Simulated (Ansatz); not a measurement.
**Zinc-blende ZnS: smallest direct gap on the k points sampled by level of theory**

No measured value is used here.

```csv
level (code),value (eV),cell (Å³/atom)
LDA (Ansatz),1.85,19.78
PBE (Ansatz),2.10,19.78
PBE-D3(BJ) (Ansatz),2.18,19.42
r²SCAN (Ansatz),2.65,19.78
LC-ωPBE (Ansatz),8.39,19.08
```

Computed values are for a static lattice.  Values are at the measured cell; PBE-D3(BJ) at the level's own relaxed cell; LC-ωPBE at the level's own equilibrium cell. Cutoffs and k meshes differ between the levels. Ansatz's density-functional and Hartree–Fock values are scalar-relativistic unless marked +SOC, with PAW data made under PBE.

Ansatz is a first-principles code.
